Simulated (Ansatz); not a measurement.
Input file:

```yaml
crystal:
  periodic: [false, false, false]
  atoms:
    - {symbol: Al, position_ang: [-0.098281, 0.000000, 0.000000]}
    - {symbol: H, position_ang: [-0.891205, 1.373384, 0.000000]}
    - {symbol: H, position_ang: [-0.891204, -1.373384, 0.000000]}
    - {symbol: H, position_ang: [1.487567, 0.000000, 0.000000]}
    - {symbol: H, position_ang: [2.925719, 0.000000, 0.000000]}
basis:
  gaussian: {orbitals: cc-pVTZ}
magnetization: {spin_polarized: true, initial_magnetization: 1}
hamiltonian: {xc: {name: PBE}}
correlation: {method: rpa, electrons: outside_noble_gas}
```

```sh
$ ansatz run in.yaml --threads 2 --pin off --events-out ev --progress --plain --max-ram 16896MiB --backend cuda --devices 0, --max-vram 18GiB
```

Problem. Roughly how long does this take on 2 threads of AMD EPYC 7R13 with a shared H100 80 GB, shared host, and how much host memory?

Solution. 3.6 s wall and 0.9 GiB.

```
515 factors; integrals over basis functions are off by at most 2.0e-3 eV
mean field evaluation 1: about -6653.5001 eV, gradient 1.1e1 eV
mean field evaluation 2: about -6653.4926 eV, gradient 1.1e1 eV
mean field evaluation 4: about -6654.5498 eV, gradient 8.8e-1 eV
mean field evaluation 8: about -6654.5535 eV, gradient 1.5e-2 eV
mean field evaluation 16: about -6654.5535 eV, gradient 4.2e-6 eV
mean field -6654.55348550 eV, -244.5503299738 hartree, gradient 4.2e-6 eV, S^2 0.753319; 0 other end points of the search recorded, 0 dependent functions left out
5 core orbitals not correlated: weight in the atoms' cores, before any rotation towards them, 1.000 or more for the frozen orbitals, at most 0.000 for the correlated occupied ones
reference -6642.66121168 eV, -244.1132969718 hartree; 4, 3 occupied and 81, 82 virtual orbitals, 515 factors
Total energy: -6649.49705169 eV, -244.3645094585 hartree
```
